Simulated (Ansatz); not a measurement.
Name a neutral molecule of Al, N, Si and H with size of the dipole moment (ωB97M-V/def2-TZVPP) between 1.40 and 1.70 D and zero-point energy (PBE0-D4/def2-TZVP) between 141 and 157 kJ/mol (Ansatz, PBE0-D4/def2-TZVP geometry).

`[NH2][AlH][SiH3]` (1.55 D, 149.5 kJ/mol). Other molecules can fit too; these were computed, each in one conformer that needn't be the lowest.
